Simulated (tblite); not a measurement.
Q: What does the GFN2-xTB structure of `[CH2]NCC(C)C` [radical] look like in three dimensions? (Doublet state.)

A: 
```
atom  x, y, z in Å
C1     2.8439    0.4937   -0.1169
N2     1.6273    0.0898    0.4158
C3     0.5854   -0.3665   -0.4713
C4    -0.7737   -0.3731    0.2377
C5    -1.1569    1.0424    0.6600
C6    -1.8403   -0.9725   -0.6745
H7     2.7974    1.0379   -1.0421
H8     3.6035    0.7585    0.5941
H9     1.7180   -0.4741    1.2516
H10    0.5523    0.3196   -1.3217
H11    0.7960   -1.3757   -0.8629
H12   -0.6880   -0.9965    1.1360
H13   -1.3244    1.6629   -0.2176
H14   -0.3585    1.4874    1.2483
H15   -2.0676    1.0329    1.2544
H16   -1.5858   -1.9939   -0.9487
H17   -2.8058   -0.9813   -0.1747
H18   -1.9315   -0.3851   -1.5857
```

Orientation and origin are arbitrary. Atoms count from 1 in this order. Of the pairs four or more bonds apart, N2···H14 is among the closest relative to their van der Waals radii: 2.57 Å, 93 % of the sum of Bondi's values. C1 (carbon bonded to N and 2 H) has angles 118.4°, 116.1° and 116.0°, sum 350.5°, 0.21 Å off the plane of its three neighbours. The C–N distances run from 1.388 Å (C1–N2, drawn single) to 1.442 Å (N2–C3, drawn single), a spread of 0.054 Å. N2 (nitrogen bonded to 2 C and H) is pyramidal (angles 119.3°, 113.6° and 113.3°, sum 346.2°, 0.27 Å off the plane of its three neighbours).

Bonds between heavy atoms (Å): C1–N2 1.388, N2–C3 1.442, C3–C4 1.533, C4–C5 1.526, C4–C6 1.526.

Structure optimised with GFN2-xTB, isolated species. This method treats the open shell by occupation alone, without spin polarisation.

Point group: C1 (no symmetry element, even within 0.4 Å). Its GFN2-xTB frequencies are all real (lowest 67 cm⁻¹). Torsions: H–C1–N2–C3 38° and -176°, C1–N2–C3–C4 -163°, N2–C3–C4–C5 62°.

The run took 0.4 s on Arm Neoverse V2, one thread, no GPU, shared host with 192 logical CPUs at a one-minute load of 120. That covers the optimisation of the geometry.

One conformer stands for the species.

These are computed values.
